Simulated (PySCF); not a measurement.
# F: ionisation energy

F [He] 2s2 2p5 (2P) → F⁺ [He] 2s2 2p4 (3P), as a difference of total energies. Computed with PySCF 2.14 in dyall-av3z (15s9p3d2f, 71 functions), with the spin-free X2C one-electron Hamiltonian (Gaussian nucleus). Correlated levels: valence: 1s2 frozen; virtual orbitals above 40 to 60 times the deepest correlated orbital energy dropped. The calculations carry no spin-orbit coupling.

```tsv
method	ionisation energy (eV)
UHF	15.637
LDA	17.947
PBE	17.643
PBE0	17.431
r2SCAN	17.528
BP86	17.760
BHandHLYP	17.293
LC-wPBE	17.749
HSE06	17.445
MP2 (valence)	17.289
SCS-MP2 (valence)	17.280
```

Q: How much does correlation contribute at MP2 (valence)?

A: 17.289 − (15.637) = 1.652 eV, measured against UHF.

Errors of the correlated levels include the incompleteness of this basis and the frozen core.

For comparison: 17.427 eV (measured; NIST levels, between the centres of gravity of the two terms).
